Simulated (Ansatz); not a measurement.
We consider 1T (CdI2-type) SnSe₂, described by r²SCAN+SOC in Ansatz (plane waves, PAW).

Run with plane-wave cutoff 560 eV, 12×12×6 k mesh (along the axes of the cell as run), Fermi–Dirac smearing 0.01 eV, PAW data made under PBE.

Cell (measured lattice):

```xyz
3
Lattice="3.8110 0.0000 0.0000 -1.9055 3.3004 0.0000 0.0000 0.0000 6.1400" Properties=species:S:1:pos:R:3 pbc="T T T"
Sn     0.0000     0.0000     0.0000
Se     0.0000     2.2003     1.5883
Se     1.9055     1.1001     4.5517
```

Give the computed band gap and smallest direct gap on the k points sampled.


- band gap: 0.77 eV (indirect)
- smallest direct gap on the k points sampled: 1.47 eV

Measured, for comparison: band gap 0.98 eV (temperature not stated, no zero-point or thermal correction, indirect, our sources range from 0.98 to 1.06; as tabulated in Gonzalez and Oleynik (2016), arXiv:1609.04381). Computed (rounded) less measured: band gap -0.21 eV (-0.21 eV to -0.29 eV over the range).

Note: cell and atoms aren't relaxed at this level (largest force component 0.15 eV/Å, pressure 1.3 GPa).

Computed values are for the static lattice.

Ansatz is a first-principles code.
